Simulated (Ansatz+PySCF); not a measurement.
Results of a calculation; reference values are marked as such.
# Several solutions for singlet C2H6

```xyz
8

C     0.0000    0.0000   -0.7596
C     0.0000    0.0000    2.2787
H     0.0000   -1.0240   -1.1651
H    -0.8868    0.5120   -1.1651
H     0.8868    0.5120   -1.1651
H     0.0000    1.0240    2.6842
H    -0.8868   -0.5120    2.6842
H     0.8868   -0.5120    2.6842
```

Basis set: cc-pVDZ (spherical functions). Charge 0, multiplicity 1.

UHF was run from several starts with Ansatz (development build ahead of 0.2.0) and PySCF 2.14.0.

```
run  program                                 start  converged  energy (hartree)  <S²>
  A   Ansatz           search for the lowest state        yes         -79.10155  0.95
  B   Ansatz               atomic start, no search        yes         -79.00891  0.00
  C   Ansatz               stability test followed        yes         -79.10155  0.95
  D    PySCF    guess atom, instabilities followed        yes         -79.10155  0.95
  E    PySCF      guess 1e, instabilities followed        yes         -79.10155  0.95
  F    PySCF   guess minao, instabilities followed        yes         -79.10155  0.95
  G    PySCF  guess huckel, instabilities followed        yes         -79.10155  0.95
  H    PySCF                      program defaults        yes         -79.00891  0.00
```

**Question.** Which runs reached the lowest solution of this kind, and what is wrong with the others?

**Answer.** A, C, D, E, F, G reached the lowest solution found. Converged but too high: B by 2.52 eV, H by 2.52 eV. Convergence only shows a stationary point, and even a stable one can lie too high; stability tests and further starts are what find lower ones. Caution: the unrestricted determinant is a mixture of spin states. Caution: the determinant breaks the point group.
